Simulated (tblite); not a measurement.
Species: Aza-BODIPY, C8H6BF2N3.
Atom-mapped SMILES: `[F:1][B-:2]1([F:3])[n:4]2[cH:5][cH:6][cH:7][c:8]2[N:9]=[C:10]2[CH:11]=[CH:12][CH:13]=[N+:14]12` (hydrogens: H15 on C5; H16 on C6; H17 on C7; H18 on C11; H19 on C12; H20 on C13)

Calculated harmonic vibrations of the isolated species, GFN2-xTB (tblite), most abundant isotopes, no scaling. The method is semi-empirical: single wavenumbers can be off by several per cent or more.

Harmonic wavenumbers (cm⁻¹): 44.4, 107.3, 117.2, 177.5, 237.0, 254.9, 298.7, 324.8, 361.2, 414.1, 428.5, 466.8, 543.3, 559.3, 561.4, 639.4, 676.9, 701.5, 775.7, 796.7, 797.4, 805.7, 844.4, 845.9, 847.7, 848.2, 849.8, 878.6, 945.3, 1015.2, 1028.4, 1037.5, 1062.9, 1069.6, 1119.1, 1132.3, 1153.1, 1161.3, 1271.3, 1288.4, 1334.4, 1354.5, 1363.4, 1431.1, 1505.7, 1513.5, 1553.5, 1566.6, 3151.1, 3152.4, 3172.0, 3173.4, 3185.3, 3187.1.

A = 1284, B = 672.6, C = 482.3 MHz; mass 193.062 u (most abundant isotopes); point group C2v, symmetry number 2.

**Question.** What is the zero-point energy?

**Answer.** Half the sum of the wavenumbers: 29566 cm⁻¹ = 353.69 kJ/mol.

**Question.** Entropy at 273.15 K, 1 bar (ideal gas, RRHO, classical rotation)?

**Answer.** Translation 172.67, rotation 122.95, vibration 109.18: S = 404.8 J/(mol K).

**Question.** And Cp and H(273.15 K) − H(0)?

**Answer.** Cp = 171.40 J/(mol K), of which vibrations give 138.15 (their classical limit is 54 R = 449.0); H(273.15 K) − H(0) = 26.04 kJ/mol without the zero-point energy, 16.96 from vibrations.

**Question.** What must be added to the electronic energy to get the Gibbs energy at 273.15 K and 1 bar?

**Answer.** ZPE + [H(273.15 K) − H(0)] − T·S = 353.69 + 26.04 − 110.57 = 269.16 kJ/mol.

**Question.** How do the functions run with temperature in this model?

**Answer.** 
```csv
T (K),S (J/(mol K)),Cp (J/(mol K)),H − H(0) (kJ/mol),G − H(0) (kJ/mol),ln q(vib)
50,249.3,50.2,2.00,-10.47,0.42
100,291.3,73.9,5.09,-24.04,1.37
298.15,420.5,186.1,30.51,-94.84,6.35
373.15,466.8,227.3,46.05,-128.12,8.49
500,541.5,283.4,78.63,-192.13,12.24
750,670.9,352.2,158.98,-344.19,19.60
1000,778.0,391.1,252.31,-525.71,26.48
```

q(vib) and H(0) count from the zero-point level.

**Question.** Blend soft modes into free rotors: weight 1/[1 + (100 cm⁻¹/ν̃)⁴] for the oscillator and the rest for a rotor with moment μB/(μ + B), μ = h/(8π²ν), B = 10⁻⁴⁴ kg m². What vibrational entropy results?

**Answer.** 102.74 J/(mol K) in place of 109.18, which changes −T·S at 273.15 K by +1.76 kJ/mol.

**Question.** Which modes carry the vibrational entropy at 273.15 K?

**Answer.** 44.4 cm⁻¹: 20.41; 107.3 cm⁻¹: 13.17; 117.2 cm⁻¹: 12.46; 177.5 cm⁻¹: 9.17; 237.0 cm⁻¹: 6.99; 254.9 cm⁻¹: 6.46 J/(mol K); the other 48 give 40.52 together.

Hindered rotation and anharmonicity are outside this model.
